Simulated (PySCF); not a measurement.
These are PBE-D3(BJ)/def2-TZVP // B3LYP-D3(BJ)/def2-TZVP (PySCF) values and carry that method's errors. Isolated molecules, 0 K electronic values unless said otherwise. 

Reference species (SMILES): `F[Si](F)F` (neutral, multiplicity 2).

```yaml
dipole_moment: 1.03 D
```

Changed species: `[SiH3]` (radical fragment; the reference has radical fragment).

**Question.** Give the shifts of the dipole moment.

**Answer.** the dipole moment drops by 1.00 D, to 0.03 D.
